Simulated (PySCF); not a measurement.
## NMR data sheet: C3H4FN

```yaml
Formula: C3H4FN
SMILES: "[H]/N=C\\C=C\\F"
Point_group_of_the_computed_structure: Cs
Degrees_of_unsaturation: 2
Carbon_signals: 3
Proton_signals: 4
```

Numbering as in the mapped SMILES `[H]/[N:1]=[CH:2]\[CH:3]=[CH:4]\[F:5]`; H(Xn) means a hydrogen on atom n.

Single conformer, non-relativistic, gas phase. Shieldings: GIAO PBE0/pcSseg-1; spin–spin couplings from B3LYP/pcJ-1; PBE0-D3(BJ)/def2-SVP structure; PySCF.

Shifts are taken against calculated references (same method and geometry level): TMS for ¹H (31.27 ppm) and ¹³C (184.41 ppm); CFCl3 for ¹⁹F (177.25 ppm); ¹⁵N (265.67 ppm) vs NH3.

| carbon | δC, type | δH (multiplicity, J in Hz) | HMBC from (abs. J ≥ 3 Hz) | span of the C tensor (ppm) |
| --- | --- | --- | --- | --- |
| C2 | 168.4, CH | 7.74 (dd, 10.1, 1.2) | H(C4) | 228 |
| C3 | 121.1, CH | 5.70 (ddd, 13.3, 12.5, 10.1) | H(C2), H(C4) | 151 |
| C4 | 169.2, CH | 7.06 (dd, 85.3, 12.5) | H(C3) | 160 |

Other nuclei:
```csv
atoms,nucleus,environment,δ (ppm),σ (ppm)
H(N1),¹H,hydrogen on an imine nitrogen,9.92,21.34
F5,¹⁹F,vinylic fluorine,-102.8,280.0
N1,¹⁵N,imine nitrogen,363.1,-97.4
```

Selected couplings (Hz, signed; the shortest-range and largest first, 30 at most; isotopes ¹³C, ¹⁹F, ¹H, ¹⁵N): ¹J(C4,F5) -361.1, ¹J(C4,H(C4)) 203.7, ¹J(C2,H(C2)) 177.3, ¹J(C3,H(C3)) 164.2, ¹J(C3,C4) 94.0, ¹J(C2,C3) 56.8, ¹J(N1,C2) -3.4, ²J(F5,H(C4)) 85.3, ²J(N1,H(C2)) -14.3, ²J(C2,C4) 7.3, ²J(C3,F5) 7.3, ²J(N1,C3) 4.3, ³J(F5,H(C3)) 13.3, ³J(H(C3),H(C4)) 12.5, ³J(H(C2),H(C3)) 10.1, ³J(C2,F5) 5.9, ³J(N1,C4) -2.8, ³J(N1,H(C3)) -1.0, ⁴J(N1,F5) -13.7, ⁴J(F5,H(C2)) -1.2.

Carbon types of the structure: 3 × CH, leaving 1 H on heteroatoms. δC 169.2, 121.1: alkene CH. δC 168.4: C=N carbon. δH 9.92: hydrogen on an imine nitrogen; exchangeable; this is the value without hydrogen bonding to other molecules. δH 7.74: hydrogen on a C=N carbon. δH 7.06, 5.70: hydrogen on an alkene CH; attached to an sp2 carbon and in the plane of the double bond. The protons at 5.70 and 7.06 share a coupling of 12.5 Hz (vicinal, trans across C=C). The protons at 7.74 and 5.70 share a coupling of 10.1 Hz (vicinal).

OH/NH shifts are gas-phase values; hydrogen bonding in solution moves them, usually downfield. Common functionals overestimate the size of one-bond C–F couplings by tens of Hz; these are unscaled. Multiplet labels drop couplings under 1 Hz and merge nearly equal ones. Unscaled 3J(H,H) at this level run about 10 % above measured values. Shifts are as computed. Against solution values, carbons near 30 ppm lie about +2 ppm off and those near 130 ppm about +5 ppm. Of 1211 compounds with measured shifts, 218 miss one by over three times the rms of a fit or turn the order of signals round; such compounds aren't used in these exercises. Couplings to exchangeable protons are dropped. Unscaled 19F shifts against computed CFCl3 carry errors that often reach 10 to 50 ppm. Experimental scales use liquid or dissolved standards, which lie at an offset from isolated NH3 (liquid NH3: subtract about 20 ppm). Unscaled 15N shifts of sp2 nitrogen come out 20 to 40 ppm too high even then.
